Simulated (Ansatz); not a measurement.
Take Au in the fcc (Cu type) structure (space group Fm-3m, No. 225) as the base.

```yaml
crystal:
  lattice:
    - [0.00000, 2.04167, 2.04167]
    - [2.04167, 0.00000, 2.04167]
    - [2.04167, 2.04167, 0.00000]
  atoms:
    - { symbol: Au, position: [0.00000, 0.00000, 0.00000] }
```

Calculations: DFT with PBEsol, PAW potentials and a 420 eV plane-wave cutoff in Ansatz (a program for electronic structure), spin-orbit coupling left out, earlier PAW set.

The change: Ir takes the place of Au on all its sites, then cell and atoms are relaxed.

Measured lattice parameter a: Au 4.062 Å (static lattice; corrected from measurement; as listed in Daniel Mejia-Rodriguez, S. B. Trickey, Phys. Rev. B (2018)); Ir 3.831 Å (static lattice; corrected from measurement; as listed in Daniel Mejia-Rodriguez, S. B. Trickey, Phys. Rev. B (2018)).

How well does PBEsol reproduce the measured shift?

With PBEsol the lattice parameter a moves by -0.253 Å (4.083 → 3.830) against -0.231 Å measured.

No phonon test of stability was made. All final runs are without spin polarisation.
